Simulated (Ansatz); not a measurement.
The same path of CH4N2S (8 atoms, charge 0, multiplicity 1) was run 3 times with different band settings. The coordinate that changes most is the dihedral H6–N1–C2–S4.

The calculation used Ansatz, RKS B3LYP/cc-pVDZ.

Relaxed end points:

```xyz
8
Properties=species:S:1:pos:R:3
N -0.003 1.158 -0.271
C -0.200 -0.195 -0.349
N 0.265 -0.902 0.727
S -0.950 -0.927 -1.657
H -0.170 1.659 -1.136
H 0.764 1.508 0.296
H -0.043 -1.867 0.763
H 0.337 -0.433 1.626
```

```xyz
8
Properties=species:S:1:pos:R:3
N 0.278 1.097 -0.366
C -0.132 -0.210 -0.372
N -0.105 -0.822 0.852
S -0.626 -0.997 -1.767
H 0.185 1.634 0.492
H 0.082 1.604 -1.221
H -0.223 -1.829 0.824
H 0.540 -0.477 1.558
```

Common settings: movable images 5; climbing image yes; start path through a guess of the saddle point; force threshold 0.05 eV/Å; iteration limit 60; end points relaxed.

| run | spring | optimiser | largest step |
| --- | --- | --- | --- |
| 1 | 5.0 eV/Å² | quadratic models (default) | default |
| 2 | 5.0 eV/Å² | lbfgs | 0.02 Å |
| 3 | 50.0 eV/Å² | quadratic models (default) | default |

(1) What does each run give, and how far can it be trusted?

## Answers

(1) Run 1: converged after 8 iterations, highest image 0.396 eV above the first end. A vibrational analysis at the climbing image gives one clearly imaginary mode, 335i cm⁻¹: a first-order saddle point.
Run 2: converged after 43 iterations, highest image 0.397 eV above the first end. Another band between the same ends (5 images) ends at a top of the same energy, where a vibrational analysis finds 1 clearly imaginary mode.
Run 3: converged after 8 iterations, highest image 0.396 eV above the first end. Another band between the same ends (5 images) ends at a top of the same energy, where a vibrational analysis finds 1 clearly imaginary mode.
